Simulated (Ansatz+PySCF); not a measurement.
## singlet C6H6: levels of theory in one basis

```yaml
atoms:
  - { symbol: C, position_ang: [1.5065, 0.0000, 0.0000] }
  - { symbol: C, position_ang: [0.7533, 1.3047, 0.0000] }
  - { symbol: C, position_ang: [-0.7533, 1.3047, 0.0000] }
  - { symbol: C, position_ang: [-1.5065, 0.0000, 0.0000] }
  - { symbol: C, position_ang: [-0.7533, -1.3047, 0.0000] }
  - { symbol: C, position_ang: [0.7533, -1.3047, 0.0000] }
  - { symbol: H, position_ang: [2.6870, 0.0000, 0.0000] }
  - { symbol: H, position_ang: [1.3435, 2.3270, 0.0000] }
  - { symbol: H, position_ang: [-1.3435, 2.3270, 0.0000] }
  - { symbol: H, position_ang: [-2.6870, 0.0000, 0.0000] }
  - { symbol: H, position_ang: [-1.3435, -2.3270, 0.0000] }
  - { symbol: H, position_ang: [1.3435, -2.3270, 0.0000] }
```

Basis set: def2-SVP (spherical functions). Correlated methods keep 6 orbitals frozen. Charge 0, multiplicity 1.

Computed with Ansatz (development build ahead of 0.2.0); each method stands on the lowest determinant of its kind that the runs found. NEVPT2 correlates all electrons. Active spaces start from the frontier orbitals, and the lowest solution found is given.

```csv
method,E − E(RHF) (eV),<S²> of the determinant
RHF,0.00,0.00
UHF,-0.67,1.17
RHF-MP2,-22.00,–
UHF-MP2,-20.19,1.17
"CASSCF(6,6)",-2.40,–
```

(1) What does SC-NEVPT2(6,6) give on the same scale?

(2) Is a single determinant a sound starting point here?

## Answers

(1) -22.48 eV. NEVPT2 here correlates all electrons, so it doesn't share the others' frozen core.

(2) It is doubtful. Unrestricted orbitals lower Hartree–Fock by 0.67 eV and <S²> is 1.17 where a pure state has 0.00, a sign of strong static correlation. The CASSCF(6,6) natural occupations are 1.94, 1.85, 1.85, 0.15, 0.15, 0.06.

Caution for RHF, RHF-MP2: an unrestricted determinant lies well below. Caution for UHF, UHF-MP2: the unrestricted determinant is a mixture of spin states; the determinant breaks the point group. Caution for UHF-MP2: another reference gives a lower total.
